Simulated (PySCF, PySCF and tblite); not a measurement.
One step of a conformer study of Allyl Fluoride, C₃H₅F, numbered as in [CH2:1]=[CH:2][CH2:3][F:4]: B3LYP/pcJ-1 indirect spin-spin coupling, non-relativistic, gas phase in PySCF 2.14.0, density-fitted response routines; conformer with 0°.

Torsions listed: C1–C2–C3–F4. Of a mirror pair one member is shown.

Input:

```
{"job": {"xc": "B3LYP", "basis": "pcJ-1", "kind": "j"}, "charge": 0, "multiplicity": 1}
C      1.322923     0.398834     0.072830
C      0.341094    -0.458698    -0.126376
C     -1.113534    -0.128505    -0.013458
F     -1.326931     1.185221     0.316646
H      2.355212     0.111122    -0.021169
H      1.126076     1.424072     0.337239
H      0.527664    -1.490131    -0.392237
H     -1.590981    -0.732994     0.768655
H     -1.627961    -0.302926    -0.967308
```

Launched as:

```sh
OMP_NUM_THREADS=1 python ens_run.py task.json out
```

Output (atoms count from 0 there):

```
coarse grid: 7448 points
cycle   1  E = -217.0618897881  dE =  3.058e-01  |g| = 5.293e-01  |ddm| = 2.276e+00
cycle   2  E = -217.0172037133  dE =  4.469e-02  |g| = 7.608e-01  |ddm| = 8.995e-01
cycle   3  E = -217.1117841065  dE = -9.458e-02  |g| = 8.717e-02  |ddm| = 5.453e-01
cycle   4  E = -217.1130552323  dE = -1.271e-03  |g| = 4.259e-02  |ddm| = 8.545e-02
cycle   5  E = -217.1134694968  dE = -4.143e-04  |g| = 1.136e-02  |ddm| = 3.396e-02
cycle   6  E = -217.1134964354  dE = -2.694e-05  |g| = 3.257e-03  |ddm| = 8.927e-03
cycle   7  E = -217.1134988066  dE = -2.371e-06  |g| = 3.046e-04  |ddm| = 2.427e-03
final grid: 72088 points
cycle   8  E = -217.1492858595  dE = -9.255e-05  |g| = 5.830e-03  |ddm| = 1.317e-02
cycle   9  E = -217.1492811745  dE =  4.685e-06  |g| = 7.955e-03  |ddm| = 8.645e-03
cycle  10  E = -217.1492925975  dE = -1.142e-05  |g| = 8.403e-04  |ddm| = 4.961e-03
cycle  11  E = -217.1492926818  dE = -8.433e-08  |g| = 4.432e-04  |ddm| = 8.727e-04
cycle  12  E = -217.1492927191  dE = -3.724e-08  |g| = 1.223e-04  |ddm| = 3.363e-04
cycle  13  E = -217.1492927228  dE = -3.703e-09  |g| = 1.508e-05  |ddm| = 9.305e-05
cycle  14  E = -217.1492927228  dE = -4.638e-11  |g| = 3.040e-06  |ddm| = 1.039e-05
converged SCF energy = -217.1492927228

Indirect spin-spin couplings (Hz)
  i      j    bonds     total        FC       PSO       DSO        SD
  0 C    1 C    1     85.197    90.850    -9.782     0.149     3.980
  0 C    2 C    2     -2.270    -1.925    -0.295    -0.045    -0.005
  0 C    3 F    3     13.565    15.791    -2.114    -0.031    -0.080
  0 C    4 H    1    166.051   164.608     0.476     0.561     0.405
  0 C    5 H    1    166.362   165.001     0.306     0.634     0.421
  0 C    6 H    2     -1.418     0.342    -1.162    -0.591    -0.007
  0 C    7 H    3      5.102     5.244     0.321    -0.432    -0.031
  0 C    8 H    3      5.139     5.281     0.325    -0.436    -0.032
  1 C    2 C    1     47.809    48.509    -1.769     0.233     0.835
  1 C    3 F    2     12.680    14.961    -3.045    -0.115     0.879
  1 C    4 H    2      0.122     1.932    -1.256    -0.550    -0.004
  1 C    5 H    2     -2.978    -0.977    -1.453    -0.498    -0.050
  1 C    6 H    1    159.660   158.157     0.362     0.798     0.344
  1 C    7 H    2     -3.969    -3.934     0.017    -0.144     0.092
  1 C    8 H    2     -3.945    -3.907     0.014    -0.144     0.092
  2 C    3 F    1   -230.729  -278.265    25.304     0.656    21.577
  2 C    4 H    3     11.201    11.229     0.392    -0.490     0.070
  2 C    5 H    3      7.888     7.977     0.012    -0.087    -0.014
  2 C    6 H    2     13.920    14.022     0.014    -0.153     0.037
  2 C    7 H    1    153.742   152.898    -0.271     0.969     0.146
  2 C    8 H    1    153.758   152.913    -0.271     0.969     0.146
  3 F    4 H    4      3.431     3.999     1.105    -1.523    -0.150
  3 F    5 H    4      1.303     1.961    -1.663     1.054    -0.049
  3 F    6 H    3     24.675    26.496     0.460    -2.208    -0.073
  3 F    7 H    2     52.796    47.171    10.443    -1.345    -3.472
  3 F    8 H    2     52.768    47.140    10.446    -1.346    -3.472
  4 H    5 H    2      0.156    -0.295     3.809    -3.560     0.203
  4 H    6 H    3     12.606    13.130     0.378    -0.847    -0.055
  4 H    7 H    4     -3.230    -3.124     1.613    -1.748     0.029
  4 H    8 H    4     -3.183    -3.077     1.614    -1.750     0.029
  5 H    6 H    3     18.733    19.021     2.819    -3.381     0.274
  5 H    7 H    4     -3.410    -3.181     1.300    -1.493    -0.035
  5 H    8 H    4     -3.384    -3.154     1.316    -1.510    -0.036
  6 H    7 H    3      2.729     2.647     0.610    -0.635     0.108
  6 H    8 H    3      2.788     2.701     0.592    -0.616     0.111
  7 H    8 H    2    -16.128   -16.506     2.365    -2.328     0.340
```

It took 13 s on 1 thread of Arm Neoverse V1 (shared host) (rough), peak memory 0.71 GiB, launched as `OMP_NUM_THREADS=1 python ens_run.py task.json out`.
